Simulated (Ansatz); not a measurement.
Ansatz (a quantum-chemistry and plane-wave program) input file for C2H5O, SMILES [O]CC (connectivity only; charge and spin as stated), charge -1, multiplicity 1, PBE0/def2-SVPD. Geometry: ωB97X-D3(BJ)/def2-SVPD. The multiplicity is an assumed one; other spin states were not compared. The isomer is the one that the SMILES or the coordinates give; other isomers of the formula were not compared.

Ansatz 0.2 input:
```yaml
crystal:
  periodic: [false, false, false]
  atoms:
    - {symbol: C, position_ang: [-0.20565541, -1.17912697, 0.00000000]}
    - {symbol: C, position_ang: [0.48577680, 0.21229458, 0.00000000]}
    - {symbol: O, position_ang: [-0.36266859, 1.24765689, -0.00000000]}
    - {symbol: H, position_ang: [0.52693743, -2.01279473, -0.00000001]}
    - {symbol: H, position_ang: [-0.85033143, -1.27023088, -0.89128989]}
    - {symbol: H, position_ang: [-0.85033143, -1.27023089, 0.89128988]}
    - {symbol: H, position_ang: [1.19717290, 0.18649785, 0.89012113]}
    - {symbol: H, position_ang: [1.19717290, 0.18649784, -0.89012113]}
basis:
  gaussian:
    orbitals: def2-SVPD
hamiltonian:
  xc: {name: PBE0}
total_charge: -1
```

Output:

```
WARN ansatz: RAYON_NUM_THREADS=1 ignored (pool sized by the plan → 1); use --threads N
Functional definition: PBE0
integrals: 0.03 GiB planned
843 factors; their error is unknown
mean field: 0.29 GiB planned
mean field evaluation 1: about -4192.7369 eV, gradient 2.7e1 eV
mean field evaluation 2: about -4187.1252 eV, gradient 5.9e1 eV
mean field evaluation 4: about -4194.4226 eV, gradient 2.3e0 eV
mean field evaluation 8: about -4194.4367 eV, gradient 3.3e-2 eV
mean field evaluation 16: about -4194.4212 eV, gradient 3.6e-5 eV
mean field -4194.42115540 eV, -154.1421343801 hartree, gradient 3.6e-5 eV, S^2 0.000000; 0 other end points of the search recorded, 0 dependent functions left out
reference -4194.42118427 eV, -154.1421354411 hartree; 13, 13 occupied and 90, 90 virtual orbitals, 843 factors
Total energy: -4194.42118427 eV, -154.1421354411 hartree
```

The run converged.
